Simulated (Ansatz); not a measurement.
# SiSe₂ (Ibam, No. 72)

Calculation: PBEsol in Ansatz (PAW).

Run with plane-wave cutoff 520 eV, 8×8×8 k mesh, Fermi–Dirac smearing 0.01 eV, scalar-relativistic PAW data made under PBE.

Cell: relaxed at this level.

For SiSe₂ (Ibam, No. 72), the band gap comes out as 1.66 eV (on the SCF k mesh) and the Γ–Γ gap is 3.24 eV.

Spin–orbit coupling is not included.

The computed numbers hold no vibrational or temperature effects.

The result took around 11 core-minutes (rough).

Ansatz is a program for electronic structure.
